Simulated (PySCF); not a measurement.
Species: sulfur difluoride, SF₂.
SMILES: `FSF`

The calculation used PBE0-D3(BJ)/def2-SVP geometry optimisation, gas phase (PySCF).

Masses are those of the commonest isotopes; rigid-rotor values at the optimised geometry. 

Task: What are A, B and C (MHz)?

Result: Ia = 18.89, Ib = 57.43, Ic = 76.31 u·Å²; 505379 MHz·u·Å²/I gives A = 26760, B = 8801, C = 6623 MHz.

Task: What kind of rotor is it?

Result: An asymmetric top; Ray's κ = -0.784.

Task: Where do the levels up to J = 4 lie, in cm⁻¹?

Result: Above 0(0,0):
J = 1: 1(0,1) 0.5145, 1(1,1) 1.1135, 1(1,0) 1.1862
J = 2: 2(0,2) 1.5372, 2(1,2) 2.0698, 2(1,1) 2.2878, 2(2,1) 4.0850, 2(2,0) 4.0912
J = 3: 3(0,3) 3.0560, 3(1,3) 3.5005, 3(1,2) 3.9361, 3(2,2) 5.6284, 3(2,1) 5.6591, 3(3,1) 8.8091, 3(3,0) 8.8094
J = 4: 4(0,4) 5.0543, 4(1,4) 5.4016, 4(1,3) 6.1257, 4(2,3) 7.6814, 4(2,2) 7.7717, 4(3,2) 10.8784, 4(3,1) 10.8808, 4(4,1) 15.3158, 4(4,0) 15.3159

Task: Which types of transition are allowed, and where do some lines up to J = 2 fall?

Result: The dipole components are |μa| = 0.00 D, |μb| = 1.41 D, |μc| = 0.00 D; the symmetry axis of this C2v structure is b, so μa and μc vanish by symmetry and there are no a-type or c-type lines. Some lines, for components of 0.1 D or more:

| type | branch | J(Ka,Kc) | MHz | lower level (cm⁻¹) |
| --- | --- | --- | --- | --- |
| b | R | 2(0,2) ← 1(1,1) | 12700 | 1.114 |
| b | Q | 1(1,0) ← 1(0,1) | 20138 | 0.514 |
| b | Q | 2(1,1) ← 2(0,2) | 22502 | 1.537 |
| b | R | 1(1,1) ← 0(0,0) | 33383 | 0.000 |
| b | R | 2(1,2) ← 1(0,1) | 46628 | 0.514 |
| b | Q | 2(2,0) ← 2(1,1) | 54066 | 2.288 |
| b | Q | 2(2,1) ← 2(1,2) | 60413 | 2.070 |
| b | R | 2(2,1) ← 1(1,0) | 86904 | 1.186 |
| b | R | 2(2,0) ← 1(1,1) | 89268 | 1.114 |

Task: Estimate the classical rotational partition function at 100 K, 200 K and 500 K.

Result: Point group C2v, symmetry number σ = 2; q = (√π/σ)·√((kT/h)³/(ABC)), k/h = 20836.6 MHz/K: 2130 at 100 K, 6040 at 200 K, 23900 at 500 K.

Stationary, but not proved a minimum. Constants of a rigid frame at the computed geometry: no zero-point averaging, no centrifugal distortion.

Hardware: one thread of an x86-64 server, on a shared host. Cost: 1.7 s wall. That covers the optimisation of the geometry.
